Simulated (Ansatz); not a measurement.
Mulliken charges of C$_{2}$H$_{2}$ClN (`N#CCCl`) from r2SCAN/def2-TZVPP in Ansatz (PBE0-D4/def2-TZVP geometry).

```json
{"atom": "N1", "x (Å)": "0.553", "y (Å)": "-1.911", "z (Å)": "0.861", "charge (e)": "-0.036"}
{"atom": "C2", "x (Å)": "0.297", "y (Å)": "-0.882", "z (Å)": "0.419", "charge (e)": "-0.202"}
{"atom": "C3", "x (Å)": "-0.004", "y (Å)": "0.427", "z (Å)": "-0.127", "charge (e)": "0.135"}
{"atom": "Cl4", "x (Å)": "-1.460", "y (Å)": "0.394", "z (Å)": "-1.142", "charge (e)": "-0.112"}
{"atom": "H5", "x (Å)": "0.828", "y (Å)": "0.772", "z (Å)": "-0.740", "charge (e)": "0.107"}
{"atom": "H6", "x (Å)": "-0.171", "y (Å)": "1.136", "z (Å)": "0.683", "charge (e)": "0.107"}
```

Task: By hand: the dipole of these point charges (1 e Å = 4.8032 D).

Result: Σ q r = (0.153, 0.465, -0.011) e Å, of length 0.490 e Å = 2.35 D.

Task: How does the dipole of the full density compare? (Best estimate.)

Result: Computed: (0.090, 0.674, -0.109) e Å, 3.31 D; the point charges give 0.71 times that, at 13° from its direction.

Point charges leave out the atoms' own dipoles, such as those of lone pairs, and Mulliken's split depends on the basis, so the two needn't agree.
